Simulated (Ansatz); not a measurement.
## hcp Hf

The numbers are results of r²SCAN (Ansatz, a quantum-chemistry and plane-wave program, plane waves, PAW), not measurements.

Settings: plane-wave cutoff 560 eV, 18×18×12 k mesh (along the axes of the cell as run), Fermi–Dirac smearing 0.05 eV, scalar-relativistic PAW data made under PBE.

Cell (relaxed at this level):

Space group P6₃/mmc (No. 194); a = 3.1989 Å, b = 3.1989 Å, c = 5.0445 Å, α = 90.00°, β = 90.00°, γ = 120.00°

```csv
atom,site,symmetry,x,y,z
Hf,2c,-6m2,0.3333,0.6667,0.2500
```

```
Property                                      Value
------------------------------------------  -------
bulk modulus                                110 GPa
band gap                                       none
pressure derivative B′ of the bulk modulus      3.3
```

Measured, for comparison: bulk modulus 110 GPa (zero-point energy and finite temperature contributions removed; as tabulated in doi:10.1021/acs.jctc.3c00612). Computed (rounded) less measured: bulk modulus 0.0 %.

Note: the bulk modulus comes from volumes at which shape and atoms were relaxed.

Spin–orbit coupling is not included.

The result took about 10 core-minutes (a rough figure).
